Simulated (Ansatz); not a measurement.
## H3Ge–BH2, singlet: the ladder up to RCCSDT(Q)

Geometry: a PBE0/def2-TZVP stationary point for this spin, not checked as a minimum.

```xyz
7

Ge    0.0000    0.0008    0.2930
B     0.0000    0.0075   -1.7645
H     0.0000    1.3963    0.9398
H     1.2362   -0.7617    0.8114
H    -1.2362   -0.7617    0.8114
H     0.0000    1.0179   -2.4011
H     0.0000   -1.0325   -2.3529
```

Basis cc-pVTZ; Ansatz 0.2.0. Correlated methods freeze the noble-gas cores and the filled d shells of p-block atoms, which leaves 12 electrons in 128 orbitals. R marks a restricted (for open shells ROHF) determinant. No spin–orbit coupling is included, and no scalar relativity.

Full CI isn't at hand for all of this; RCCSDT(Q) serves as the reference, and is uncertain by about the last step of the cluster series.

The UHF ⟨S²⟩ is 0.000 and the T1 diagnostic (RCCSD) is 0.0113. The largest doubles amplitude (RCCSD) is 0.029.

| level | E − E(RCCSDT(Q)) (meV) | share of correlation (%) | wall time |
| --- | --- | --- | --- |
| RHF | 7588 | 0.00 | – |
| RMP2 | 1375 | 81.88 | – |
| RCCSD | 241 | 96.82 | – |
| RCCSD(T) | 37 | 99.51 | 2.8 s (H100) |
| BCCD(T) | 36 | 99.53 | 2.7 s (H100) |
| RCCSDT | 7 | 99.91 | – |

The correlation energy at RCCSDT(Q), counted from RHF, is -7.588 eV. That run took 18 s on 2 threads of AMD EPYC 7R13 with a shared H100 80 GB, shared host.

Times hold each run's SCF and search for its determinant on a shared host, so for small cases they say little of a method's own cost.

Atomization energy (electronic, same basis, no zero-point term; atoms at the same level, unrestricted beside the R rows where the molecule is a closed shell, but restricted open-shell past Ca, as are all atoms' steps beyond CCSDT(Q)) at RCCSDT(Q): 1883.3 kJ/mol. Errors of other levels:

| level | error (kJ/mol) |
| --- | --- |
| RHF | -371.6 |
| RMP2 | -28.8 |
| RCCSD | -12.1 |
| RCCSD(T) | -1.0 |
| BCCD(T) | -0.8 |
| RCCSDT | -0.6 |

This basis is far from its limit, so the value isn't to be set against a measured one.
